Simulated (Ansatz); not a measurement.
Molecule: CH₄O, charge 1, multiplicity 2. 
Geometry from a B3LYP-D3(BJ)/def2-TZVP (Ansatz, a program for electronic structure) optimisation:
```xyz
6

C     -0.0733     0.6211     0.1251
O      0.0496    -0.6923    -0.1845
H     -1.1776     0.8533     0.1127
H      0.6233    -1.2067     0.4321
H      0.4613     0.9684     1.0035
H      0.1358     1.1968    -0.8226
```
Charge +1, spin multiplicity 2.

Basis-set convergence of Hartree-Fock and MP2 correlation energies (hartree) with Ansatz. Valence correlation only, unless marked. Open shells are spin-unrestricted. No spin-orbit coupling. No relativistic terms.

| basis | functions | E(HF) | E(corr, MP2) |
|---|---|---|---|
| aug-cc-pVDZ | 82 | -114.70048 | -0.31307 |
| aug-cc-pVTZ | 184 | [?] | [?] |

**Question.** What belongs in the gaps?

**Answer.** 
- aug-cc-pVTZ, E(HF): -114.73116
- aug-cc-pVTZ, E(corr, MP2): -0.38378
